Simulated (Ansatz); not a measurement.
System: bcc K. Method: PBEsol (Ansatz, a first-principles code, plane waves, PAW).

Run with plane-wave cutoff 520 eV, 18×18×18 k mesh, Fermi–Dirac smearing 0.07 eV (set by the program), scalar-relativistic PAW data made under PBE.

The cell has the measured lattice: a = b = c = 5.3269 Å, α = β = γ = 90.00°.

Q: Estimate the Voigt–Reuss–Hill bulk modulus, Young modulus, elastic constant C44, Poisson ratio, elastic constant C11 and elastic constant C12 that the calculation returns.

A: 
Voigt–Reuss–Hill bulk modulus: 2.90 GPa
Young modulus: 2.9 GPa
elastic constant C44: 2.60 GPa
Poisson ratio: 0.333
elastic constant C11: 3.22 GPa
elastic constant C12: 2.74 GPa

Note: the cell isn't this level's own, so it is under some stress, which shifts stiffness and frequencies.

Elastic constants are with the ions relaxed.

The result took very roughly 4 core-minutes.
